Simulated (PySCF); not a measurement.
# Rotational lines of PO⁺

Lines J+1 ← J of the vibrational ground state, computed from RHF-CCSD(T) constants of PO⁺, ¹Σ⁺ (singlet), closed shell (PySCF, no relativity, basis sets P cc-pV(D+d)Z, O cc-pVDZ; masses 30.9738 and 15.9949 u), in MHz:

```
J   ν (MHz)
2  136272.3
3  181693.1
4  227111.0
5  272525.5
6  317935.7
```

**Question.** Find B0 and the effective bond length r0; with αe = 0.00538 cm⁻¹, find Re.

**Answer.** ν = 2B0(J+1) − 4D(J+1)³ gives B0 = 0.75761 cm⁻¹. With the reduced mass μred = 10.548 u, r0 = √(16.8576/(μred·B0)) (u, cm⁻¹, Å) = 1.4524 Å. Be = B0 + αe/2 = 0.76030 cm⁻¹ gives Re = 1.450 Å.

Correlated steps freeze 6 core orbitals. Correlated levels converge slowly with the basis: in double zeta they bind strong bonds too weakly, by up to about 1 eV, and carry superposition errors of some tenths. For an ion De counts to the pair picked by the measured ionisation energies or electron affinities, which need not be the lowest pair at this level. Where the molecule has an RHF reference, its open-shell atoms are computed with UHF. The CCSD T1 diagnostic is raised, a sign that a single reference may not be enough here.
